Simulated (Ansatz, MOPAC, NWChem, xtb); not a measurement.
## N2H4 (hydrazine): the highest harmonic wavenumber at each level's own minimum, rung by rung

The runs start from one conformer, not always the lowest.

N2H4, singlet, SMILES `NN`. Each level relaxes the structure for itself.

Quantity: the highest harmonic wavenumber at each level's own minimum, in cm⁻¹. The values are calculated.

```tsv
level	kind	program	value (cm⁻¹)
MNDO	semi-empirical	MOPAC	3519
MNDOD	semi-empirical	MOPAC	3520
PM6-ORG	semi-empirical	MOPAC	3208
GFN1-xTB	semi-empirical	xtb	3461
HF/STO-3G	Hartree–Fock	Ansatz	4052
HF/3-21G	Hartree–Fock	Ansatz	3765
HF/6-31G* (Cartesian functions)	Hartree–Fock	Ansatz	3826
PBE-D3(BJ)/def2-SVP	GGA	NWChem	3450
PBE/def2-SVP	GGA	Ansatz	3450
B3LYP-D3(BJ)/6-311G**	global hybrid	NWChem	3558
```

Harmonic and unscaled. The values span 3208 to 4052 cm⁻¹.
